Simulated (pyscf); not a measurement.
PySCF, gas phase, ωB97X-D3(BJ)/def2-SVP geometries. Correlated levels are frozen-core, on RHF or UHF. ΔMP2 is the change of the MP2 total energy from the triple- to the quadruple-zeta basis.

Task: Estimate by transition-state theory (the high-pressure limit) the rate constant of HP=P–PH₂ → P≡P + PH₃ (singlet surface; P–P, H–P broken, H–P formed) at 900 K, with CCSD(T)/def2-TZVPP + ΔMP2(QZVPP) energies (ideal gas, 1 atm, RRHO with modes under 100 cm⁻¹ raised to 100, one conformer, R ln 2 for rigid chiral ones; no tunnelling).

Result: The electronic barrier is 40.1 kcal/mol and the thermal terms add -1.2, so ΔG‡ = 38.9 kcal/mol. With k_BT/h = 1.88e+13 s⁻¹ and RT = 1.788 kcal/mol, k = 6.7e+03 s⁻¹; so small a molecule is far into fall-off at 1 atm, where the true rate is lower. Wigner's tunnelling factor for 1330i cm⁻¹ would be 1.19. A shift of 1 kcal/mol in the barrier changes k by a factor 1.7. This is the saddle that the search found; another between the same sides may lie lower. The CCSD(T) − MP2 part came from Ansatz, without density fitting, on the same reference.
